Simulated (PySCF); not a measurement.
Metal–ligand bonds in Cd(Cl)1–Y. Gas-phase values, no solvent. One relaxed conformer stands for each flexible species; it need not be the lowest. Multiplicities are imposed; where one is given, others were not computed. Strings in code marks are SMILES.

The dipole moment from two functionals at the same geometries (r2SCAN-D4/def2-SVP), both in PySCF: PBE-D3(BJ)/def2-TZVP and TPSSh-D3(BJ)/def2-TZVP. 

```csv
species,TPSSh-D3(BJ)/def2-TZVP (D)
ligand removed as a radical ([Cd(Cl)]),3.46
Y = Cl,0.00
Y = F ([Cd(Cl)(F)]),0.43
Y = Br ([Cd(Cl)(Br)]),0.37
free radical OH,1.75
free radical NH2 (`[NH2]`),1.94
free radical CH3,0.00
free radical OCH3 (`C[O]`),2.01
free radical N(CH3)2,1.70
free radical SH (`[SH]`),0.88
```

Problem. What does PBE-D3(BJ)/def2-TZVP give for each?

Solution. 
- ligand removed as a radical ([Cd(Cl)]): 3.16
- Y = Cl: 0.00
- Y = F ([Cd(Cl)(F)]): 0.48
- Y = Br ([Cd(Cl)(Br)]): 0.39
- free radical OH: 1.73
- free radical NH2 (`[NH2]`): 1.92
- free radical CH3: 0.00
- free radical OCH3 (`C[O]`): 2.09
- free radical N(CH3)2: 1.71
- free radical SH (`[SH]`): 0.87
Over these rows, drawn at random from the members with no instability flagged (it was tested for open shells, ions and some series alone), PBE minus TPSSh-D3(BJ): mean -0.02 D, from -0.30 D to +0.08 D.
